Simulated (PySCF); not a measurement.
**Functional dependence of a UV spectrum**

Boron trihydride, BH₃.
Structure used (PBE0-D3(BJ)/def2-SVP), in Å, numbered top down from 1:
```xyz
4
BH3 angstrom
B      0.005    0.002   -0.013
H     -0.153    1.198   -0.023
H     -0.952   -0.733   -0.015
H      1.120   -0.458    0.006
```

Linear-response calculations in the def2-SVPD basis (PySCF; singlets by full response, triplets Tamm–Dancoff, core orbitals frozen in the response; HF means time-dependent Hartree–Fock). 'Strongest' is the level of largest summed f among the singlets computed (10 roots, of which the last may lack a degenerate partner); it can jump between rows when another state enters that window. S1 is the lowest singlet of each run and needn't be the same state throughout; f(S1) is that of one state. Isolated species at its PBE0-D3(BJ)/def2-SVP geometry, gas phase.

| functional | kind | S1 (eV) | f(S1) | strongest (eV) | T1 (eV) | HOMO (eV) | gap (eV) | ionisation energy, ΔSCF (eV) |
| --- | --- | --- | --- | --- | --- | --- | --- | --- |
| LDA | LDA | 5.32 | 0.000 | 11.49 | 4.65 | -8.44 | 5.04 | 12.94 |
| PBE | GGA | 5.56 | 0.000 | 11.57 | 4.73 | -8.45 | 5.37 | 12.90 |
| B3LYP | global hybrid, 20% exact exchange | 5.80 | 0.000 | 11.88 | 5.05 | -9.70 | 7.48 | 13.08 |
| PBE0 | global hybrid, 25% exact exchange | 5.81 | 0.000 | 12.08 | 4.93 | -9.89 | 7.94 | 13.00 |
| BHandHLYP | global hybrid, 50% exact exchange | 6.07 | 0.000 | 12.41 | 5.26 | -11.30 | 10.46 | 13.08 |
| CAM-B3LYP | range-separated hybrid | 5.79 | 0.000 | 12.14 | 5.02 | -11.41 | 10.59 | 13.13 |
| wB97X-D | range-separated hybrid | 5.95 | 0.000 | 12.24 | 5.31 | -11.86 | 11.97 | 13.08 |
| LC-wPBE | range-separated hybrid | 5.85 | 0.000 | 12.58 | 4.95 | -12.86 | 13.39 | 13.18 |
| HF | Hartree–Fock | 6.54 | 0.000 | 13.09 | 5.48 | -13.50 | 15.33 | not settled |

S1 runs from 5.32 eV (LDA) to 6.54 eV (HF), a spread of 1.21 eV, while the orbital gap spreads over 10.3 eV. −ε(HOMO) comes closest to its own ΔSCF ionisation energy with LC-wPBE (-0.33 eV) and misses most with LDA (-4.50 eV). 'Not settled' means that the ion's SCF failed to converge or may have ended in another state than the lowest.
